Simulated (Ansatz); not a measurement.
# CH₆B₂: how energies converge with the basis set

An exercise on one series of results from a longer session: the logs are not shown, and one member is left open.

Computed with Ansatz 0.2.0, Gaussian basis. Level: one geometry, several basis sets.

Plan: PBE0-D4/def2-SVP; ωB97M-V/def2-SVP; PBE0-D4/def2-QZVPP; ωB97M-V/def2-QZVPP; the functionals' def2-TZVPP values are taken from earlier runs.

1 further run of the same task is left out (it didn't finish).

### The geometry

All runs share one geometry, relaxed beforehand with PBE0-D4 in a triple-zeta def2 set.

SMILES `BBC`, 9 atoms, charge 0, spin multiplicity 1.

Atoms are counted from 1 here; the program's logs count them from 0.

Bond lengths: B1–B2 1.639 Å, B1–H4 1.201 Å, B1–H5 1.201 Å, B2–C3 1.564 Å, B2–H6 1.210 Å, C3–H7 1.090 Å, C3–H8 1.100 Å, C3–H9 1.095 Å. Angles: B2–B1–H4 122.4°, B2–B1–H5 122.0°, H4–B1–H5 115.6°, B1–B2–C3 128.0°, B1–B2–H6 115.8°, C3–B2–H6 116.2°, B2–C3–H7 116.3°, B2–C3–H8 106.4°, B2–C3–H9 111.4°, H7–C3–H8 107.8°, H7–C3–H9 109.3°, H8–C3–H9 104.8°.

The first run:

Contents of in.yaml:

```yaml
crystal:
  periodic: [false, false, false]
  atoms:
    - {symbol: B, position_ang: [-0.695419, 0.798293, -1.212897]}
    - {symbol: B, position_ang: [0.278713, 0.446774, 0.056964]}
    - {symbol: C, position_ang: [0.337693, -0.877237, 0.887044]}
    - {symbol: H, position_ang: [-0.386409, 0.555314, -2.347830]}
    - {symbol: H, position_ang: [-1.750654, 1.354414, -1.070662]}
    - {symbol: H, position_ang: [1.067767, 1.308240, 0.370619]}
    - {symbol: H, position_ang: [-0.453161, -1.603455, 0.696532]}
    - {symbol: H, position_ang: [1.297789, -1.354571, 0.641908]}
    - {symbol: H, position_ang: [0.392283, -0.674073, 1.961221]}
basis:
  gaussian: {orbitals: def2-SVP}
hamiltonian: {xc: pbe0, dispersion: d4}
output: {orbitals: {seedname: orbitals}}
```

The run is started by

```bash
$ ansatz run in.yaml --threads 2 --pin off --events-out ev --progress --plain --max-ram 4352MiB
```

Among the steps run: PBE0-D4 in def2-SVP; ωB97M-V in def2-SVP; PBE0-D4 in def2-QZVPP; ωB97M-V in def2-QZVPP.

One table of the session follows, with a row left open; its other results are not shown here.

It belongs to the step «Functionals by basis». 

```
functional       basis  HOMO (eV)
   PBE0-D4    def2-SVP      -7.97
   PBE0-D4  def2-TZVPP      -8.01
   PBE0-D4  def2-QZVPP          ?
   ωB97M-V    def2-SVP     -10.23
   ωB97M-V  def2-TZVPP     -10.30
   ωB97M-V  def2-QZVPP     -10.31
```

**Question.** Estimate the row for PBE0-D4, def2-QZVPP.

The run gave: HOMO (eV): -8.02. In the column «HOMO (eV)» it lies between ωB97M-V, def2-SVP (-10.23) and PBE0-D4, def2-TZVPP (-8.01).
